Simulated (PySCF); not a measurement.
Gas-phase reaction: 3 SiOCl₂ + 6 Cl = 3 SiCl₄ + O₃

Method: PySCF energies plus ideal-gas RRHO corrections (1 bar). † marks an energy on the PBE0/def2-TZVP geometry and frequencies; other levels use their own. MP2 and CCSD(T) freeze the core. 6-31G* has spherical d functions here. Open shells (unrestricted): Cl (multiplicity 2, electronic degeneracy 6); the rest are closed-shell singlets. Spin-orbit splitting is ignored; it lowers the true energy and changes the entropy of Cl. B3LYP is the form with VWN-RPA correlation. SiOCl₂: computed as isolated molecules; such fragments, hydroxides, amides, oligomers or adducts are transient or little studied in the gas. MP2 isn't extrapolated to the basis-set limit; its ΔH°(298 K) is -1153.7 kJ in def2-SVP and -1231.5 kJ in def2-TZVPP. CCSD(T) isn't extrapolated to the basis-set limit; its ΔH°(298 K) is -1087.2 kJ in def2-SVP and -1125.0 kJ in def2-TZVPP. The harmonic model lacks anharmonicity and excited electronic states, which grow with temperature; levels with a mode under 35 cm⁻¹ are left out. Strong static correlation: O₃. Warning, large T1 diagnostic: O₃ (CCSD(T)/def2-TZVPP†).

```
level                ΔE electronic, kJ  ΔH°(298 K), kJ  ΔS°(298 K), J/K  ΔG°(1400 K), kJ
-------------------  -----------------  --------------  ---------------  ---------------
B3LYP/6-31G*                     -1080           -1072             -682             -118
BLYP/def2-TZVP†                  -1071           -1063             -681             -109
CCSD(T)/def2-TZVPP†              -1133           -1125             -681             -171
HF/def2-TZVP†                     -605            -596             -681              357
M06-2X/def2-TZVP†                -1180           -1171             -681             -218
MP2/def2-TZVPP†                  -1240           -1232             -681             -278
PBE/def2-SVP                     -1343           -1335             -680             -384
PBE0/def2-TZVP                   -1227           -1219             -681             -265
ωB97M-V/def2-TZVP†               -1226           -1218             -681             -264
ωB97X-V/def2-TZVP†               -1234           -1225             -681             -272
```
ΔH° is lowest at PBE/def2-SVP and highest at HF/def2-TZVP†. No reference value is set beside these.
